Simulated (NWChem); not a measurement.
# Si cation, doublet

Computed with NWChem. Pople sets run with spherical d functions. Spin-unrestricted. Medium grid unless said otherwise, to which SCAN and Minnesota functionals are sensitive. The open p shell is one determinant without spherical averaging. No stability test was run on the SCF state. Total energies of different functionals are on different scales.

```csv
level,energy (Ha),highest occupied level (eV),"lowest empty minus highest occupied level, either spin (eV)",<S²>
B3LYP/6-31G*,-289.0717,-13.04,2.04,0.753
PBE/6-31G*,-288.8990,-12.21,0.37,0.753
BLYP/6-31G*,-289.0617,-11.99,0.33,0.752
KT2/6-31G*,-291.5985,-12.21,0.29,0.752
r2SCAN/6-31G*,-289.0143,-12.55,0.99,0.756
MN15-L/6-31G*,-288.9824,(withheld),(withheld),0.756
M06-L/6-31G*,-289.0390,-12.21,0.89,0.754
M06-2X/6-31G*,-289.0304,-14.02,4.39,0.752
```

**Question.** Complete the blanks.

**Answer.** 
- MN15-L/6-31G*, highest occupied level (eV): -12.46
- MN15-L/6-31G*, lowest empty minus highest occupied level, either spin (eV): 1.30
